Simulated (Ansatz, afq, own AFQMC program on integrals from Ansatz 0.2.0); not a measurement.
AFQMC on a folder of integrals that Ansatz 0.2.0 wrote.

```yaml
crystal:
  periodic: [false, false, false]
  atoms:
    - {symbol: C, position_ang: [0.841262, -2.378243, 2.440274]}
    - {symbol: O, position_ang: [1.097847, -1.211256, 1.815447]}
    - {symbol: H, position_ang: [-0.142444, -2.413579, 2.954673]}
    - {symbol: H, position_ang: [0.985600, -3.278631, 1.806429]}
    - {symbol: H, position_ang: [1.604076, -2.457421, 3.251868]}
basis:
  gaussian: {orbitals: def2-SVP}
magnetization: {spin_polarized: true, initial_magnetization: 1}
correlation: {method: ccsd_t, electrons: outside_noble_gas, hamiltonian_folder: ham}
```

```sh
$ ansatz run in.yaml --threads 1 --pin off --events-out ev --progress --plain --max-ram 24576MiB --backend cuda --devices 0, --max-vram 18GiB
```

afq runs on the folder ham with

```
--method phaseless --trial hf --walkers 4000 --populations 20 --least-time 40 --time-step 0.005 --steps-per-block 20 --equilibration-blocks 112 --max-blocks 4000 --target-error 0.00063 --factor-cut 1e-05 --start spin_pure --seed 9905 --taylor-order 6
```

Times are imaginary, in 1/Eh. The walk had a cap of 53 s. With eight or more populations the least sampling time is a fifth of least-time, and the error comes from their spread.

afq prints:

```
orbitals 41  electrons 7 6  factors 322 of 433
reference energy -114.33091396 Eh
CCSD correlation -0.31801095 Eh in 17 cycles, weight of the determinant in the CISD state 0.8988
energy of the start -114.331185 Eh
 block  time / (1/Eh)  mean weight  energy / Eh
     1     0.100  1.0016  -114.428324
     2     0.200  1.0027  -114.490737
     3     0.300  1.0031  -114.534928
     4     0.400  1.0023  -114.564921
     5     0.500  1.0017  -114.585261
     8     0.800  1.0009  -114.620414
    11     1.100  1.0002  -114.634165
    26     2.600  1.0003  -114.654152
    41     4.100  1.0002  -114.652364
    56     5.600  1.0000  -114.654247
    71     7.100  1.0001  -114.654601
    81     8.100  1.0005  -114.648038
    86     8.600  0.9997  -114.659876
   101    10.100  0.9995  -114.664316
   116    11.600  1.0000  -114.663111
   126    12.600  0.9999  -114.664608
   131    13.100  1.0003  -114.664501
   146    14.600  0.9997  -114.653632
   161    16.100  1.0002  -114.658955
   176    17.600  0.9999  -114.652711
   191    19.100  1.0002  -114.655179
   206    20.600  0.9998  -114.650351
   221    22.100  1.0002  -114.653857
   226    22.600  1.0000  -114.656397
error from the spread of 20 populations
energy -114.658069 +/- 0.000919 Eh
(rows thinned)
```

The run passed its tests (sampling time, drift between the halves within three errors, error under three times the target), which doesn't prove that it has relaxed, ending at its cap on processor time. The second half of the sampling lies above the first by 2.1 errors of their difference, so the energy may still be moving and its error bar be too small.

Against this walk (error 25.0 meV) on the same determinant: CCSD(T) 66.1 meV higher, CCSDT(Q) 36.1 meV higher (within the noise), a separate phaseless walk with a CISD trial and standard settings 38.1 ± 25.5 meV higher (within the noise). The error is statistical and leaves out the bias of the constraint.

Cautions: constraint bias not in the error; error above the target (25.0 against 17.1 meV).

The walk took 53 s on 2 threads of a server CPU with a shared H100 80 GB, shared host (the card was shared). The log's last line is the phaseless energy.

CCSDT and higher add their correlation energy to the determinant of the CCSD(T) run, since their own runs factorise the integrals more tightly (a shift of under 2 meV).
